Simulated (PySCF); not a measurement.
TDDFT excited states: P3H3

Species: P3H3.
SMILES: `[pH]1[pH][pH]1`

Computed with TDDFT wB97X-D/def2-SVPD, vertical, gas phase, core orbitals frozen in the response (PySCF). Geometry: GFN2-xTB; no solvent, vibrations or thermal averaging.

**Question.** What does the calculation give for the low-lying excited states?

**Answer.** 

```tsv
state	E (eV)	ν̃ (cm⁻¹)	f	|μ| (D)	symmetry	main configurations (H = HOMO, L = LUMO)
S1	5.67	45770	0.0042	0.44	A′	H→L (80%), H→L+2 (12%)
S2	5.96	48030	0.0017	0.28	–	H→L+1 (73%), H-1→L (15%)
S3	6.05	48800	0.0032	0.37	A″	H-1→L (60%), H-1→L+2 (12%), H→L+3 (9%)
S4	6.10	49190	0.0040	0.41	A″	H→L+3 (72%), H-2→L (18%)
S5	6.15	49620	0.0001	0.05	–	H→L+2 (46%), H-1→L+1 (41%)
S6	6.33	51030	0.037	1.24	A′	H-1→L+1 (26%), H→L+2 (24%), H-2→L+1 (21%)
S7	6.37	51370	0.0000	0.04	–	H-1→L+2 (62%), H-2→L (21%)
S8	6.53	52680	0.0011	0.21	–	H-2→L+1 (61%), H-1→L+1 (17%), H-1→L+3 (17%)
```

Triplets (Tamm–Dancoff): T1 4.76 eV, H→L (92%); T2 4.96 eV, H-1→L (65%), H→L+1 (14%); T3 5.22 eV, H-2→L (65%), H→L+1 (14%).

The lowest singlet lies at 5.67 eV (218 nm, ultraviolet) and is very weak; its leading configuration is HOMO→LUMO (80%). The most intense listed level is S6 at 6.33 eV (196 nm, f = 0.037), 0.65 eV above S1. Löwdin shares by element: HOMO phosphorus 90%, hydrogen 4% or more; LUMO phosphorus 93%. Weighted by f, the mean energy of these states is 6.23 eV. Of the 8 states listed, 1 reaches f = 0.01 and 2 stay under 0.0005. The listed states span 0.86 eV, and the widest gap between neighbours is 0.28 eV (S1 to S2). Symmetry labels in Cs follow from the direction of the transition dipole and are given only for states with f of 0.002 or more. Singlets were solved by full linear response, triplets in the Tamm–Dancoff approximation.
